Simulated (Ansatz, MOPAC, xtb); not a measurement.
## CF3 (trifluoromethyl radical): the zero-point energy at each level's own minimum, rung by rung

CF3, doublet, SMILES `F[C](F)F`. Each level relaxes the structure for itself.

Each level gives the zero-point energy at each level's own minimum (kJ/mol). The values are calculated.

| level | kind | program | value (kJ/mol) |
| --- | --- | --- | --- |
| GFN2-xTB | semi-empirical | xtb | 28.9 |
| PM3 | semi-empirical | MOPAC | 36.1 |
| PM6-D3H4X | semi-empirical | MOPAC | 31.9 |
| PM6-ORG | semi-empirical | MOPAC | 31.3 |
| UHF/STO-3G | Hartree–Fock | Ansatz | 35.2 |
| UHF/3-21G | Hartree–Fock | Ansatz | 34.7 |
| UHF/6-31G* (Cartesian functions) | Hartree–Fock | Ansatz | 35.6 |
| UPBE/def2-SVP | GGA | Ansatz | 31.3 |
| UPBE0-D4/def2-TZVP | global hybrid | Ansatz | 32.4 |
| UB3LYP/6-31G* (Cartesian functions) | global hybrid | Ansatz | 31.9 |

Harmonic and unscaled. The values span 28.9 to 36.1 kJ/mol.
